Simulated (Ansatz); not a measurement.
Reaction (SMILES): [OH] (OH) → OH+ (triplet, bonded as [OH]) + e-
B3LYP-D3(BJ)/def2-TZVP geometries, fixed; electronic energies without zero-point terms.

Effect of a fitting basis named in the input at wB97M-V/cc-pVTZ with Ansatz (a quantum-chemistry and plane-wave program), against the last row, where the adiabatic ionisation energy is 12.90 eV. Open shells are unrestricted. The default fits or decomposes integrals by the program's own choice; accuracy: high also tightens integrals, grids and stops.

```json
[
 {"setting": "fitting: def2-SV(P)-JKFIT", "largest shift of a total energy (mEh)": "-0.025", "shift of the adiabatic ionisation energy (eV)": "0.000"},
 {"setting": "fitting: def2-universal-JKFIT", "largest shift of a total energy (mEh)": "-0.025", "shift of the adiabatic ionisation energy (eV)": "0.000"},
 {"setting": "fitting: cc-pVTZ-JKFIT", "largest shift of a total energy (mEh)": "-0.010", "shift of the adiabatic ionisation energy (eV)": "0.000"},
 {"setting": "fitting: cc-pVQZ-JKFIT", "largest shift of a total energy (mEh)": "-0.009", "shift of the adiabatic ionisation energy (eV)": "0.000"},
 {"setting": "fitting: cc-pV5Z-JKFIT", "largest shift of a total energy (mEh)": "-0.008", "shift of the adiabatic ionisation energy (eV)": "0.000"},
 {"setting": "accuracy: high", "largest shift of a total energy (mEh)": "-0.001", "shift of the adiabatic ionisation energy (eV)": "0.000"},
 {"setting": "accuracy: medium (default)", "largest shift of a total energy (mEh)": "0.000", "shift of the adiabatic ionisation energy (eV)": "0.000"}
]
```

Within 0.002 eV in the adiabatic ionisation energy: fitting: def2-SV(P)-JKFIT; fitting: def2-universal-JKFIT; fitting: cc-pVTZ-JKFIT; fitting: cc-pVQZ-JKFIT; fitting: cc-pV5Z-JKFIT; accuracy: high. The largest shift is 0.025 mEh in a total energy and 0.000 eV in the difference.
